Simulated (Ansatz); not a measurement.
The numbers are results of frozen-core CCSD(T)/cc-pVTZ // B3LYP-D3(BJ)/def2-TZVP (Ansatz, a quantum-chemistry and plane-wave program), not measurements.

Ansatz 0.2 input:
```yaml
crystal:
  periodic: [false, false, false]
  atoms:
    - { symbol: N, position_ang: [-0.001103, 0.425611, -0.000001] }
    - { symbol: H, position_ang: [0.806769, -0.210717, -0.000003] }
    - { symbol: H, position_ang: [-0.805665, -0.214895, 0.000003] }
basis:
  gaussian: { orbitals: cc-pVTZ }
correlation:
  method: ccsd_t
magnetization:
  spin_polarized: true
  initial_magnetization: 1
```

Output:

```
Functional definition: HF
338 factors; integrals over basis functions are off by at most 4.6e-4 eV
mean field evaluation 1: about -1511.8663 eV, gradient 1.3e1 eV
mean field evaluation 2: about -1511.8667 eV, gradient 1.3e1 eV
mean field evaluation 4: about -1512.5551 eV, gradient 1.3e0 eV
mean field evaluation 8: about -1512.5665 eV, gradient 1.1e-3 eV
mean field evaluation 16: about -1512.5665 eV, gradient 2.6e-6 eV
mean field evaluation 32: about -1510.3412 eV, gradient 9.8e-2 eV
mean field -1512.56651402 eV, -55.5857941358 hartree, gradient 2.6e-6 eV, S^2 0.758998; 1 other end points of the search recorded, 0 dependent functions left out
determinant -1512.56651402 eV, -55.5857941358 hartree, with singles and doubles -1518.12555129 eV, -55.7900849876 hartree
determinant -1510.34108789 eV, -55.5040112341 hartree, with singles and doubles -1515.93796824 eV, -55.7096927932 hartree
1 core orbitals not correlated
reference -1512.56651402 eV, -55.5857941358 hartree; 4, 3 occupied and 53, 54 virtual orbitals, 338 factors
second order -5.02611218 eV of doubles, -0.00000000 eV of singles
cycle   1  -5.48891846 eV  change   -4.7e-1 eV  update   1.2e-2
cycle   2  -5.49995060 eV  change   -1.1e-2 eV  update   2.9e-3
cycle   3  -5.50039236 eV  change   -4.4e-4 eV  update   1.1e-3
cycle   4  -5.50066889 eV  change   -2.8e-4 eV  update   4.3e-4
cycle   5  -5.50076813 eV  change   -9.9e-5 eV  update   1.4e-4
cycle   6  -5.50078420 eV  change   -1.6e-5 eV  update   4.4e-5
cycle   7  -5.50081090 eV  change   -2.7e-5 eV  update   1.4e-5
cycle   8  -5.50080867 eV  change    2.2e-6 eV  update   5.2e-6
perturbative correction -0.15372234 eV, -0.0056491919 hartree
Total energy: -1518.22104504 eV, -55.7935943179 hartree
```

Cost: roughly 1.3 core-seconds.
